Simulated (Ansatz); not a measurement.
# NH2O (quartet): from Hartree-Fock to the top rungs at distance O1–H3 along a hydrogen transfer = 1.039 Å, cc-pVTZ

One table from this session's results is given with a row withheld; the runs are named, their logs left out.

Program: Ansatz 0.2.0, Gaussian basis. Level of theory: cc-pVTZ, core rule «outside noble gas», up to 2 orbitals frozen. These are calculated values, not measurements.

The runs, in order: UHF; CCSD(T) on ROHF; CCSD(T) on UHF; BCCD(T) on ROHF; CISD; CCSDT(Q) on ROHF; CCSDT(Q) on UHF; CASSCF and NEVPT2, 5 electrons in 5 orbitals; CASSCF and NEVPT2, 13 electrons in 10 orbitals.

## The system

The geometry derives from fragments relaxed apart (PBE0/def2-TZVP) and kept rigid, so it is no stationary point. A hydrogen atom is moved between rigid fragments.

4 atoms, charge 0, spin multiplicity 4.

Atoms are counted from 1 here; the program's logs count them from 0.

Bond lengths: O1–H2 0.960 Å, O1–H3 1.039 Å. Angles: H2–O1–H3 105.1°.

Set-up of the first run:

Input file in.yaml:

```yaml
crystal:
  periodic: [false, false, false]
  atoms:
    - {symbol: O, position_ang: [-1.142874, -0.029165, 0.000000]}
    - {symbol: H, position_ang: [-1.392183, 0.897410, 0.000000]}
    - {symbol: H, position_ang: [-0.103874, -0.029165, 0.000000]}
    - {symbol: N, position_ang: [1.413126, -0.029165, 0.000000]}
basis:
  gaussian: {orbitals: cc-pVTZ}
magnetization: {spin_polarized: true, initial_magnetization: 3}
hamiltonian: {xc: hf}
output: {orbitals: {seedname: orbitals}}
```

Started as:

```
> ansatz run in.yaml --threads 1 --pin off --events-out ev --progress --plain --max-ram 2816MiB --backend cpu
```

Among the steps run: UHF; CCSD(T) on ROHF; CCSD(T) on UHF; BCCD(T) on ROHF; CISD; CCSDT(Q) on ROHF; CCSDT(Q) on UHF; CASSCF and NEVPT2, 5 electrons in 5 orbitals; CASSCF and NEVPT2, 13 electrons in 10 orbitals.

One table of the session follows, with a row left open; its other results are not shown here.

| method | from UCCSDT(Q) (kJ/mol) |
| --- | --- |
| ROHF | +1064.9 |
| UHF | +1053.0 |
| RMP2 | +89.3 |
| UMP2 | +87.7 |
| CISD | +103.3 |
| RCCSD | +33.4 |
| UCCSD | +32.9 |
| RCCSD(T) | +3.0 |
| UCCSD(T) | +2.7 |
| BCCD(T) | +3.0 |
| RCCSDT | +1.7 |
| UCCSDT | +1.4 |
| RCCSDT(Q) | +0.4 |
| UCCSDT(Q) | 0 |
| CASSCF pair | +1005.5 |
| NEVPT2 pair | ? |
| CASSCF valence | +913.3 |
| NEVPT2 valence | +141.0 |

**Question.** Estimate the row for NEVPT2 pair.

As computed: from UCCSDT(Q) (kJ/mol): +94.6. In the column «from UCCSDT(Q) (kJ/mol)» it lies between RMP2 (+89.3) and CISD (+103.3).

Caveats from the session: Restricted and unrestricted rows rest on different reference determinants; where their highest levels disagree by more than a few hundredths of an eV, they describe different states and don't form one ladder.
